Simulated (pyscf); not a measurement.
H₂O + HO–PH–OH → HO–PH–OH + H₂O (four-centre exchange; singlet surface; H–O, O–P broken, O–P, H–O formed). Structures and frequencies: ωB97X-D3(BJ)/def2-SVP in PySCF. Correlated levels are frozen-core, on RHF or UHF. ΔMP2 is the change of the MP2 total energy from the triple- to the quadruple-zeta basis. Energies in kcal/mol from the separated reactants.

| level | barrier | reaction energy |
|---|---|---|
| ωB97X-D3(BJ)/def2-TZVP | 40.6 | 0.0 |
| B3LYP-D3(BJ)/def2-TZVP | 38.0 | 0.0 |
| PBE0-D3(BJ)/def2-TZVP | 37.3 | 0.0 |
| M06-2X/def2-TZVP | 40.4 | 0.0 |
| HF/def2-TZVP | 61.4 | 0.0 |
| CCSD/def2-TZVPP | [?] | 0.0 |
| CCSD(T)/def2-TZVPP + ΔMP2(QZVPP) | [?] | 0.0 |

Q: Fill in the missing entries.

A: 
- CCSD/def2-TZVPP, barrier: 46.5
- CCSD(T)/def2-TZVPP + ΔMP2(QZVPP), barrier: 43.1

Of the functionals in the table, ωB97X-D3(BJ) is closest to CCSD(T)/def2-TZVPP + ΔMP2(QZVPP) in the barrier (2.4 kcal/mol apart) and PBE0-D3(BJ) least close (5.7 kcal/mol); that level has limits of its own. On the reactant side the descent ends in a complex, 5.7 kcal/mol under the separated species and 46.3 kcal/mol under the saddle at ωB97X-D3(BJ)/def2-TZVP. On the product side the descent ends in a complex, 4.1 kcal/mol under the separated species and 44.7 kcal/mol under the saddle at ωB97X-D3(BJ)/def2-TZVP. This is the saddle that the search found; another between the same sides may lie lower. The CCSD(T) − MP2 part came from Ansatz, without density fitting, on the same reference.
